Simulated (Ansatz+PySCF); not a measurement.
Values are calculated unless marked as measured or tabulated.
Input for PySCF 2.14.0:

```python
from pyscf import gto, dft

mol = gto.M(atom="""
F 0.000000 0.000000 -0.929110
F 0.000000 0.000000 0.929110
""", basis='sto-3g', charge=0, spin=0)
mf = dft.UKS(mol, xc='pbe0')
mf.kernel()
print(mf.converged, mf.e_tot, mf.spin_square()[0])
```

The script is written out from the run's settings.

Output:

* Converged: yes
* Total energy: -196.39793 hartree
* Spin squared of the determinant: 0.000

This is not the lowest solution: another run reaches a determinant 0.83 eV lower.
